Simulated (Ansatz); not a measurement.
**Palladium, fcc: convergence with the plane-wave cutoff**

Computed with Ansatz, PBE, scalar-relativistic PAW, on the relaxed cell (a = 3.947 Å; ferromagnetic, net 0.28 μB per atom). Errors count from a run at 420 eV on a Γ-centred 22×22×22 mesh with Fermi-Dirac smearing of 0.05 eV, extrapolated to zero width. Fixed here: mesh 14×14×14, Fermi-Dirac width 0.05 eV. The pressure holds a Pulay correction and is unreliable far below the recommended cutoff.

```json
{"cutoff (eV)": "150", "E(σ→0) error (meV/atom)": "58207.8", "P (GPa)": "-118.84", "sphere moment (μB)": "0.00", "SCF iterations": "14"}
{"cutoff (eV)": "200", "E(σ→0) error (meV/atom)": "12084.4", "P (GPa)": "1.63", "sphere moment (μB)": "0.00", "SCF iterations": "21"}
{"cutoff (eV)": "250", "E(σ→0) error (meV/atom)": "1753.4", "P (GPa)": "2.61", "sphere moment (μB)": "0.36", "SCF iterations": "20"}
{"cutoff (eV)": "350", "E(σ→0) error (meV/atom)": "13.7", "P (GPa)": "-0.11", "sphere moment (μB)": "0.40", "SCF iterations": "17"}
{"cutoff (eV)": "420", "E(σ→0) error (meV/atom)": "3.3", "P (GPa)": "-0.02", "sphere moment (μB)": "0.40", "SCF iterations": "17"}
{"cutoff (eV)": "500", "E(σ→0) error (meV/atom)": "1.1", "P (GPa)": "-0.05", "sphere moment (μB)": "0.40", "SCF iterations": "17"}
{"cutoff (eV)": "600", "E(σ→0) error (meV/atom)": "0.7", "P (GPa)": "-0.05", "sphere moment (μB)": "0.40", "SCF iterations": "17"}
{"cutoff (eV)": "800", "E(σ→0) error (meV/atom)": "0.4", "P (GPa)": "-0.06", "sphere moment (μB)": "0.40", "SCF iterations": "17"}
```

**Question.** What does the run at 300 give (cutoff)?

**Answer.** E(σ→0) error (meV/atom): 187.9; P (GPa): -0.69; sphere moment (μB): 0.40; SCF iterations: 17.

Within 5 meV/atom of the last row: from 420 eV on.
